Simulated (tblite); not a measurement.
# C2H5Br: the cost of one run

Programs: tblite 0.8.0 and PySCF 2.14.0. All values are calculated, for the isolated system unless a continuum is named. Atoms count from 0, parts from 1.

### 1 Starting point

8 atoms, charge 0, multiplicity 1; geometry: rigid parts in contact. Parts: 1 = atoms 0–1, `Br`, charge 0; 2 = atoms 2–7, `C=C`, charge 0.

### 2 Docking the parts with GFN2-xTB

Job settings and geometry (Å):

```
{"job": {"kind": "dock", "xc": "GFN2-xTB", "basis": "xTB"}, "charge": 0, "multiplicity": 1, "parts": [{"atoms": "0-1", "charge": 0, "multiplicity": 1}, {"atoms": "2-7", "charge": 0, "multiplicity": 1}]}
Br     0.700668     0.001111    -0.001563
H     -0.700668    -0.001111     0.001563
C     -2.883551     1.143761    -0.041706
C     -3.009431     2.442479    -0.215127
H     -2.442559     0.726336     0.848676
H     -3.215296     0.434087    -0.781782
H     -3.450862     2.859669    -1.105540
H     -2.677259     3.152419     0.524683
```

Level: GFN2-xTB search for minima from random contacts, gas phase.

Command:

```sh
OMP_NUM_THREADS=1 python cluster_run.py task.json out
```

This one command runs all jobs of the session in turn.

Q: Estimate the wall time of this first job on 1 thread of Intel Xeon Platinum 8488C, shared host.

About 3.7 s.
